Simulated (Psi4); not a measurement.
Reaction (SMILES): [SiH4] (SiH4) → [SiH3-] + H+
B3LYP-D3(BJ)/def2-TZVP geometries, fixed; electronic energies without zero-point terms.
Largest species:
```
Si
H 1 1.4803
H 1 1.4803 2 109.47
H 1 1.4803 2 109.47 3 -120.00
H 1 1.4803 2 109.47 4 -120.00
```

Effect of the integral screening threshold at MP2/aug-cc-pV(T+d)Z with Psi4, against the last row, where the deprotonation energy is 379.83 kcal/mol. Cores are frozen.

```csv
setting,largest shift of a total energy (mEh),shift of the deprotonation energy (kcal/mol)
ints_tolerance: 1e-6,0.001,0.000
ints_tolerance: 1e-8,0.000,0.000
ints_tolerance: 1e-10,0.000,0.000
ints_tolerance: 1e-14,0.000,0.000
```

Within 0.02 kcal/mol in the deprotonation energy: ints_tolerance: 1e-6; ints_tolerance: 1e-8; ints_tolerance: 1e-10. The largest shift is 0.001 mEh in a total energy and 0.000 kcal/mol in the difference.
